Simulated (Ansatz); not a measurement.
Reaction (SMILES): [c-]1cc[nH]c1 -> [CH2-]/C=C\C#N

Wanted: isomerisation energy (electronic), in kcal/mol. Terms: LANL2DZ all-electron up to Ne; valence correlation only; dispersion terms only where a functional's name holds one; non-relativistic; 6-311+G** with 5d; spin-orbit terms left out; six Cartesian d functions in 6-31G* and its kin unless marked 5d. First-principles rows: single points at B3LYP-D3(BJ) geometries (Ansatz, a first-principles code). Anions need diffuse functions, which STO-3G, LANL2DZ, def2-SVP, cc-pVDZ and Pople sets without + lack.

```
level            program  isomerisation energy (electronic) (kcal/mol)
---------------  -------  --------------------------------------------
HF/3-21G          Ansatz                                         -54.9
PBE/6-311+G**     Ansatz                                         -34.5
BLYP/6-31G*       Ansatz                                         -49.8
B3LYP/6-31G*      Ansatz                                         -48.1
B3LYP/6-31G**     Ansatz                                         -46.8
MP2/3-21G         Ansatz                                         -59.3
MP2/LANL2DZ       Ansatz                                         -49.3
PBE/def2-TZVPD    Ansatz                                         -34.3
PBE0/def2-TZVPD   Ansatz                                         -33.6
```

No value to compare with is used here. The 7 habitual levels span -59.3 (MP2/3-21G) to -34.5 kcal/mol (PBE/6-311+G**); PBE/def2-TZVPD gives -34.3.

The levels are drawn from those run, B3LYP/6-31G* more often than the rest, none by its result; runs whose electronic state is in doubt are left out.
